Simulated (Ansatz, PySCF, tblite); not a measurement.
Potential energy curve for H₂, singlet.

GFN2-xTB, 300 K electronic temperature (tblite); UKS-B3LYP/6-311+G** = unrestricted B3LYP/6-311+G**, spherical d (PySCF 2.14.0); UHF/aug-cc-pVQZ (Ansatz, an electronic-structure program).

Total energies in hartree (comparable only within one method and basis):

```tsv
R / Å	GFN2-xTB	UKS-B3LYP/6-311+G**	UHF
0.59	-0.95546	-1.15697	-1.11302
0.65	-0.97211	-1.17229	-1.12748
0.68	-0.97701	-1.17642	-1.13119
0.71	-0.98019	-1.17873	-1.13308
0.72	-0.98093	-1.17916	-1.13337
0.75	-0.98232	-1.17955	-1.13333
0.77	-0.98266	-1.17915	-1.13264
0.80	-0.98244	-1.17772	-1.13076
0.83	-0.98147	-1.17546	-1.12804
0.85	-0.98047	-1.17356	-1.12583
0.93	-0.97419	-1.16358	-1.11455
1.02	-0.96410	-1.14943	-1.09880
1.12	-0.95108	-1.13195	-1.07940
1.23	-0.93608	-1.11212	-1.05734
1.32	-0.92390	-1.09613	-1.04234
1.48	-0.90316	-1.06921	-1.02465
1.68	-0.87962	-1.04280	-1.01251
1.85	-0.86199	-1.02850	-1.00701
2.02	-0.84666	-1.01946	-1.00391
2.22	-0.83153	-1.01314	-1.00194
2.63	-0.80958	-1.00739	-1.00041
2.99	-0.79842	-1.00561	-1.00005
```

The unrestricted determinant behind UKS-B3LYP/6-311+G** is spin-contaminated at 1.68 to 2.99 Å (<S²> up to 1.0, against 0.00 for a pure singlet). The unrestricted determinant behind UHF is spin-contaminated at 1.23 to 2.99 Å (<S²> up to 1.0, against 0.00 for a pure singlet).
